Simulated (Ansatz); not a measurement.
Lattice parameter a (Å) of solids drawn from the class of elemental solids other than molecular ones, at two levels: PBE in Ansatz (plane waves, PAW), and r²SCAN (plane waves, PAW; Ansatz, a first-principles code).

```csv
solid,PBE,r²SCAN,shift (%)
bcc K,5.284,5.348,+1.21
fcc Cu,3.629,3.577,-1.43
bcc V,2.997,2.982,-0.50
fcc Ir,3.871,3.844,-0.70
bcc Ta,3.319,3.305,-0.42
bcc W,3.184,3.169,-0.47
grey tin (α-Sn),6.655,6.566,-1.34
fcc Ni,3.519,3.478,-1.17
```

The shifts run from -1.43 % to +1.21 %, with a median of -0.60 %.

Over all 8 rows r²SCAN is the larger in 1.

Ansatz's runs of these crystals have no spin polarisation, but for fcc Ni. Meta-GGA and hybrid levels favour moments, which can bear on bcc V, fcc Ni.

Density-functional runs with spin start from parallel moments for fcc Ni.

Spin–orbit coupling is left out, also for the solids with elements from indium on (fcc Ir, bcc Ta, bcc W, grey tin (α-Sn)); its size isn't shown.

Ansatz's density-functional and Hartree–Fock values are scalar-relativistic unless marked +SOC, with PAW data made under PBE.
